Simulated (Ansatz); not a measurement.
**CH₃Cl (SMILES CCl): a rigid scan of the bond length C1–H4**

How does the energy rise as the bond length C1–H4 leaves its equilibrium value, and do density functionals follow CCSD(T)? No other atom is relaxed.

The runs use Ansatz 0.2.0, Gaussian basis; single points in def2-TZVPP.

Levels: PBE-D4, r2SCAN-D4, PBE0-D4, B3LYP-D4, wB97M-V, Hartree-Fock, MP2, CCSD, CCSD(T). The scan takes 0.892, 0.938, 1.005, 1.083, 1.170, 1.264, 1.363, 1.468, 1.577 Å.

Cores are frozen in the correlated methods. B3LYP uses VWN-RPA correlation.

18 further runs of the same task are left out: 18 set aside as unsound or not needed.

## 1. The starting structure

5 atoms, charge 0, spin multiplicity 1.

Atoms are counted from 1 here; the program's logs count them from 0.

Bond lengths: C1–Cl2 1.720 Å, C1–H3 1.058 Å, C1–H4 1.081 Å, C1–H5 1.119 Å. Angles: Cl2–C1–H3 115.4°, Cl2–C1–H4 107.2°, Cl2–C1–H5 109.7°, H3–C1–H4 109.6°, H3–C1–H5 110.0°, H4–C1–H5 104.4°.

Geometry (Å):

| atom | x (Å) | y (Å) | z (Å) |
| --- | --- | --- | --- |
| C1 | -0.08320 | -0.02820 | 0.06720 |
| Cl2 | 1.43920 | -0.27710 | -0.69270 |
| H3 | -0.31760 | -0.70560 | 0.84490 |
| H4 | -0.83790 | -0.08630 | -0.70390 |
| H5 | -0.15060 | 1.02360 | 0.44300 |

## 2. A first relaxation in a small basis

File pre/in.yaml:

```yaml
crystal:
  periodic: [false, false, false]
  atoms:
    - {symbol: C, position_ang: [-0.083200, -0.028200, 0.067200]}
    - {symbol: Cl, position_ang: [1.439200, -0.277100, -0.692700]}
    - {symbol: H, position_ang: [-0.317600, -0.705600, 0.844900]}
    - {symbol: H, position_ang: [-0.837900, -0.086300, -0.703900]}
    - {symbol: H, position_ang: [-0.150600, 1.023600, 0.443000]}
basis:
  gaussian: {orbitals: def2-SVP}
hamiltonian: {xc: pbe, dispersion: d4}
relax: {f_tol: 0.03, max_steps: 250}
```

No record of the launch command was kept for these runs.

After this run come: Finding the minimum; The minimum at every level; C1–H4 = 0.892 Å; C1–H4 = 0.938 Å; C1–H4 = 1.005 Å; C1–H4 = 1.083 Å; C1–H4 = 1.170 Å; C1–H4 = 1.264 Å; C1–H4 = 1.363 Å; C1–H4 = 1.468 Å; C1–H4 = 1.577 Å.

Q: Predict the outcome of this session. Wanted: highest point, CCSD(T); lowest point, CCSD(T); minimum along the scan, CCSD(T); RMS deviation from CCSD(T); largest T1 diagnostic.

The runs gave:

```
                       quantity                                                                                                           value
         highest point, CCSD(T)                                                                                         171.9 kJ/mol at 1.577 Å
          lowest point, CCSD(T)                                                                                           0.0 kJ/mol at 1.087 Å
minimum along the scan, CCSD(T)                                                                                                         1.085 Å
                curvature there                                                                                                      34.6 eV/Å²
     RMS deviation from CCSD(T)  PBE-D4 6.7, r2SCAN-D4 0.5, PBE0-D4 1.4, B3LYP-D4 1.0, wB97M-V 2.8, Hartree-Fock 12.9, MP2 4.7, CCSD 2.1 kJ/mol
          largest T1 diagnostic                                                                                                           0.010
```

What this shows: A polynomial through the near points puts the CCSD(T) minimum 0.002 Å below the PBE0-D4 value. It is steeper on the short side than on the long one. Curvature against CCSD(T): PBE-D4 -6 %, Hartree-Fock +9 %. Best along the scan: r2SCAN-D4. Worst: Hartree-Fock.
